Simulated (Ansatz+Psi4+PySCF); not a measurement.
A calculation with PySCF 2.14.0.

```python
from pyscf import gto, scf, mp

mol = gto.M(atom="""
C 1.182100 -0.063700 0.086200
C -0.272800 0.014700 -0.019900
N -1.446300 0.077900 -0.105400
H 1.626900 0.910600 -0.124700
H 1.469100 -0.371200 1.093500
""", basis='cc-pvtz', charge=0, spin=1)
mf = scf.UHF(mol)
mf.kernel()
pt = mp.MP2(mf, frozen=3).run()
print(mf.e_tot, pt.e_corr, pt.e_tot)
```

The script is written out from the run's settings.

Output:

```yaml
Converged: yes
Reference_energy: -131.33236 hartree
Correlation_energy: -0.46082 hartree
Total_energy: -131.79318 hartree
Spin_squared_of_the_determinant: 0.940
```

Messages of the program:
```
WARN: HOMO -0.181307905039358 >= LUMO -0.181307905039358
WARN: HOMO -0.181307905039358 >= LUMO -0.181307905039358
```

Caution: the unrestricted determinant is spin contaminated.
